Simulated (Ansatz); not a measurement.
OSi, charge -1, sextet, at a GFN2-xTB geometry of the parent state (a state made from the parent by changing its charge; the spin is typed, not shown lowest) (a gas-phase anion, which may not be bound at this level); B3LYP/6-31G* (Ansatz, a quantum-chemistry and plane-wave program).

Here is a job for Ansatz.
Ansatz 0.2 input:
```yaml
crystal:
  periodic: [false, false, false]
  atoms:
    - {symbol: Si, position_ang: [-0.00000000, -0.00000000, -0.57598092]}
    - {symbol: O, position_ang: [0.00000000, 0.00000000, 1.00796661]}
basis:
  gaussian:
    orbitals: 6-31G*
hamiltonian:
  xc: b3lyp
total_charge: -1
magnetization: {spin_polarized: true, initial_magnetization: 5}
```

It wrote (shortened):

```
Functional definition: B3LYP
294 factors; integrals over basis functions are off by at most 1.1e-3 eV
mean field evaluation 1: about -9898.2200 eV, gradient 4.8e1 eV
mean field evaluation 2: about -9891.9599 eV, gradient 7.2e1 eV
mean field evaluation 4: about -9914.2743 eV, gradient 4.4e0 eV
mean field evaluation 8: about -9914.4511 eV, gradient 6.2e-2 eV
mean field evaluation 16: about -9914.4511 eV, gradient 1.0e-5 eV
mean field -9914.45113980 eV, -364.3493591313 hartree, gradient 1.0e-5 eV, S^2 8.753353; 0 other end points of the search recorded, 0 dependent functions left out
reference -9914.45130884 eV, -364.3493653433 hartree; 14, 9 occupied and 20, 25 virtual orbitals, 294 factors
Total energy: -9914.45130884 eV, -364.3493653433 hartree
```
